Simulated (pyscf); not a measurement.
## Four-centre exchange: O=SiH₂ (SMILES O=[SiH2]) + NH₃ (SMILES N) -> H₂N–SiH=O (SMILES N[SiH]=O) + H₂ (SMILES [H][H])

Gas phase, singlet surface, charge 0. Bonds broken: Si2–H3, N5–H6. Bonds formed: Si2–N5, H3–H6. Structures and frequencies: ωB97X-D3(BJ)/def2-SVP in PySCF.

Transition state (Å):

```xyz
8

O     -0.4560     2.0113     0.2513
Si     0.0398     0.5878    -0.0171
H      1.0238    -0.0949     1.2381
H      0.8399     0.0828    -1.1624
N     -0.9575    -0.8715     0.4661
H      0.2584    -0.7500     1.1408
H     -1.1966    -1.5954    -0.2106
H     -1.7482    -0.6757     1.0811
```

One imaginary mode, 1460i cm⁻¹; descent along it reached the two sides named, in the forms told below.

| bond | change | reactant side (Å) | saddle | product side |
|---|---|---|---|---|
| Si2–H3 | breaks | 1.501 | 1.735 | 2.8 |
| N5–H6 | breaks | 1.022 | 1.396 | 3.8 |
| Si2–N5 | forms | 2.021 | 1.832 | 1.688 |
| H3–H6 | forms | 2.7 | 1.012 | 0.762 |

Electronic energies relative to the separated reactants (kcal/mol):

| level | barrier | reaction energy | reverse barrier |
|---|---|---|---|
| ωB97X-D3(BJ)/def2-TZVP | 8.4 | -22.1 | 30.5 |
| PBE/def2-TZVP | 4.6 | -20.1 | 24.7 |
| r²SCAN/def2-TZVP | 4.1 | -22.6 | 26.7 |
| B3LYP-D3(BJ)/def2-TZVP | 9.3 | -21.3 | 30.6 |
| PBE0-D3(BJ)/def2-TZVP | 5.0 | -20.9 | 25.9 |
| M06-2X/def2-TZVP | 7.8 | -24.0 | 31.8 |
| ωB97M-D3(BJ)/def2-TZVP | 9.3 | -21.2 | 30.5 |
| HF/def2-TZVP | 23.7 | -19.3 | 43.0 |

With ωB97M-D3(BJ)/def2-TZVP energies and thermal terms (ideal gas, 1 atm, RRHO with modes under 100 cm⁻¹ raised to 100, one conformer, R ln 2 for chiral ones without a mode under 150 cm⁻¹), in kcal/mol:

| T (K) | ΔH‡ | ΔG‡ | ΔH | ΔG |
|---|---|---|---|---|
| 298 | 7.9 | 18.1 | -23.9 | -22.2 |
| 600 | 8.0 | 28.5 | -22.6 | -20.9 |
| 900 | 8.7 | 38.6 | -21.6 | -20.2 |
| 1200 | 9.5 | 48.5 | -20.8 | -19.9 |

On the reactant side the descent ends in an adduct with a N–Si contact, 31.9 kcal/mol under the separated species and 40.3 kcal/mol under the saddle at ωB97X-D3(BJ)/def2-TZVP. What is counted as formed (N–Si) is already present as a longer contact in the reactant adduct; forming that adduct is a step of its own. At the saddle there is also a short H–Si contact that neither side keeps. The same reactants have a lower exit, to H₂N–SiH₂–OH (barrier -19.6 kcal/mol at ωB97M-D3(BJ)/def2-TZVP, against +9.3 kcal/mol here). H₂N–SiH=O lies 7.4 kcal/mol over its isomer H₂N–Si:–OH [singlet] (electronic energy, ωB97M-D3(BJ)/def2-TZVP). This is the saddle that the search found; another between the same sides may lie lower.
